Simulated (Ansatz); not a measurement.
```yaml
crystal:
  periodic: [false, false, false]
  atoms:
    - {symbol: C, position_ang: [-1.001347, -0.656928, 0.516111]}
    - {symbol: C, position_ang: [0.373363, -0.039686, 0.456602]}
    - {symbol: Cl, position_ang: [1.625364, -1.314672, 0.663603]}
    - {symbol: C, position_ang: [0.691524, 0.653055, -0.850929]}
    - {symbol: Cl, position_ang: [-0.354121, 2.079727, -1.078801]}
    - {symbol: H, position_ang: [-1.757947, 0.121840, 0.401172]}
    - {symbol: H, position_ang: [-1.128612, -1.389394, -0.283705]}
    - {symbol: H, position_ang: [-1.156356, -1.156981, 1.471989]}
    - {symbol: H, position_ang: [0.527502, 0.654547, 1.283451]}
    - {symbol: H, position_ang: [1.720320, 1.005955, -0.863106]}
    - {symbol: H, position_ang: [0.525610, -0.014664, -1.695888]}
basis:
  gaussian: {orbitals: "6-31G*"}
magnetization: {spin_polarized: true, initial_magnetization: 2}
hamiltonian: {xc: {name: r2SCAN50}, dispersion: d3bjatm}
scf: {lower_state_search: full}
kpoints: {mp_grid: {grid: [2, 2, 2]}}
output: {forces: true}
```

```sh
$ ansatz run in.yaml --threads 4 --pin off --events-out ev --progress --plain --max-ram 10444MiB
```

Task: How does Ansatz answer? (An estimate is asked.)

Result: The calculation gave: The input was rejected before any iteration.
```
Error: invalid value for `basis.gaussian`: such a run doesn't read kpoints; remove what it names
```
